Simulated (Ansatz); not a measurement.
System: hydrogen chloride, HCl (charge 0, singlet). SMILES: Cl
Geometry: optimised at B3LYP-D3(BJ)/def2-TZVP (Ansatz, an electronic-structure program).

Computed values are from Ansatz. Cores are frozen in the correlated levels unless marked. UHF or UKS for open shells. Spin-orbit coupling is left out. Non-relativistic. Basis-set limits of correlation are two-point, X^-3; Hartree-Fock from the larger set (for Q and 5 zeta extrapolated as (X+1)exp(-9√X)).

Problem. What is the total energy at CCSD(T)/CBS(cc-pV(Q+d)Z,cc-pV(5+d)Z)?

Solution. -460.3777 Eh.

Problem. What is the dipole moment at CCSD(T)/aug-cc-pV(D+d)Z?

Solution. 1.11 D.

Problem. What is the T1 diagnostic at CCSD/cc-pV(5+d)Z?

Solution. 0.007.

Problem. What is the vertical ionisation energy (to the doublet) at CCSD(T)/CBS(aug-cc-pV(T+d)Z,aug-cc-pV(Q+d)Z)?

Solution. 12.84 eV.

Problem. What is the atomisation energy De at CCSD(T)/CBS(cc-pV(Q+d)Z,cc-pV(5+d)Z)?

Solution. 107.4 kcal/mol.
